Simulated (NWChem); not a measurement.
Basis-set convergence for H$_{2}$Si

```xyz
3

Si     0.0000     0.0000     0.1363
H      1.1001     0.0000    -0.9543
H     -1.1001     0.0000    -0.9543
```
Charge 0, spin multiplicity 1.

All runs are NWChem calculations. The geometry was optimised at PBE/def2-SVP, a minimum by its harmonic frequencies.

Quantity: LUMO energy at the level B3LYP.

B3LYP has NWChem's definition, with VWN1-RPA local correlation. The Pople sets run with spherical d functions. The structure started from a generated list of species.

| basis | functions | LUMO energy (eV) |
|---|---|---|
| 3-21G | 17 | -3.37 |
| 6-31G* | 22 | -3.25 |
| cc-pVDZ | 28 | -3.26 |
| 6-311G** | 38 | -3.33 |
| def2-SVPD | 40 | -3.28 |
| 6-311++G** | 44 | -3.37 |
| aug-cc-pVDZ | 45 | -3.38 |
| cc-pVTZ | 62 | -3.32 |
| aug-cc-pVTZ | 96 | -3.36 |
| cc-pVQZ | 119 | -3.34 |

Smallest basis within 0.2 eV of cc-pVQZ, the largest set run: 3-21G, with 17 functions against 119 (also within reach: 6-31G*, cc-pVDZ, 6-311G**, def2-SVPD, 6-311++G**, aug-cc-pVDZ, cc-pVTZ, aug-cc-pVTZ). cc-pVQZ isn't the basis-set limit itself, and a small set can land close by cancellation.
